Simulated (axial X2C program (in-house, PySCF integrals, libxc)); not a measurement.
## AlCl⁻: from the spin-free to the two-component result

All values were computed with an axial X2C code built on PySCF integrals. Spin-free means the one-electron spin-free X2C Hamiltonian; two-component (2c) means X2C with spin–orbit coupling and atomic mean-field two-electron Coulomb and Gaunt terms, so the difference of the two also holds small scalar two-electron terms. Basis: Cl dyall-av3z [9s8p3d2f], Al dyall-av3z [9s9p3d2f] (cores contracted in-house); Gaussian nuclei, density fitting, unrestricted open shells. Masses: Cl 34.969 u, Al 26.982 u.

Spin-free state: M_S = 1/2, Λ = 1 (beyond evenly filled blocks: π+α); fragments Cl- + Al.

```
  level  Re (Å)  ωe (cm⁻¹)  De (eV)  μ (D)
   PBE0   2.277      343.6    1.789  -3.87
     HF   2.290      321.0    1.374  -4.04
    MP2   2.284      347.7    1.747    n/a
   CCSD   2.294      338.7    1.697    n/a
CCSD(T)   2.294      340.9    1.741    n/a
  B3LYP   2.296      326.9    1.602  -3.75
```

Correlated methods: 11 electrons correlated (number of frozen shells: Cl 2 s, 1 p; Al 2 s, 1 p), 199 virtual spin orbitals or spinors in MP2, 90 natural virtuals in coupled cluster.

Dipoles are positive if Al is the positive end and refer to the centre of mass.

(1) Within this multiplet, which Ω should lie lowest by the rule for regular and inverted multiplets?

Two-component determinant lowest at the distance of the search:

Ω = 1/2 (⟨Sz⟩ = -0.50, ⟨Lz⟩ = 1.00 at HF); fragments Cl- + Al.

```tsv
level	Re (Å)	ωe (cm⁻¹)	De (eV)	μ (D)
PBE0	2.277	343.6	1.794	-3.86
HF	2.291	320.9	1.330	-4.03
MP2	2.284	347.6	1.748	n/a
CCSD	2.294	338.7	1.693	n/a
CCSD(T)	2.294	340.9	1.738	n/a
B3LYP	2.296	326.7	1.605	-3.74
```

(2) From the two tables, how do the constants change at the CCSD(T) level (2c against spin-free)?

The state is one determinant whose occupation by symmetry is held fixed; it was picked as the lowest of a PBE0 search that is not exhaustive. De is counted from the lowest determinant-based energies of the atoms at the same level, without counterpoise correction. Density functionals use the spin component along the axis (collinear). CCSD and (T) use frozen natural virtuals with an MP2 correction for the truncation; (T) itself is uncorrected, so its De runs slightly low. The highest occupied level is positive at some bond lengths even in Hartree–Fock (under at least one Hamiltonian), so the basis set holds the extra electron there; where that holds at Re the anion is at best weakly bound and its constants depend on the basis. In 2c an atomic determinant is not the ground J level, so De misses part of the atomic spin–orbit lowering. This holds for PBE0, B3LYP. Without a current term, density functionals place determinants with orbital angular momentum somewhat too high. Hartree–Fock gets electron affinities wrong, so its lowest charge split need not be the true one.

Results:

(1) The open π shell holds one electron, so the multiplet is regular: Ω = Λ − 1/2 = 1/2. The PBE0 2c search agrees, though Ω = 3/2 of the search lies only 0.01 eV higher.

(2) At the CCSD(T) level Re is unchanged within 0.001 Å and ωe doesn't move by more than 0.2 cm⁻¹; De changes by -0.003 eV.
